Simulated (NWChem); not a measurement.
## Total energies of NO

```
N
O 1 1.1424
```
Charge 0, spin multiplicity 2.

Everything below was run with NWChem. All single points use one geometry, from UPBE0/def2-SVP, a minimum by its harmonic frequencies.

Basis set: 6-311G** (36 functions).

```tsv
method	total energy (Ha)
UHF	-129.28160
UMP2	-129.61905
UB2PLYP	-129.82741
UPBE	-129.79491
UB3LYP	-129.92663
UBHandHLYP	-129.85809
```

Total energies of different functionals aren't comparable as a measure of quality: only differences taken within one method are. 

The correlated methods keep 2 core orbitals frozen. B3LYP has NWChem's definition, with VWN1-RPA local correlation. The Pople sets run with spherical d functions. The structure started from a generated list of species. The unpaired electrons of the parent sit in orbitals of symmetry b2 (C2v labels of the run); other states weren't searched. The stability of the SCF solutions was not checked. Open-shell Hartree-Fock references start from PBE0 orbitals.
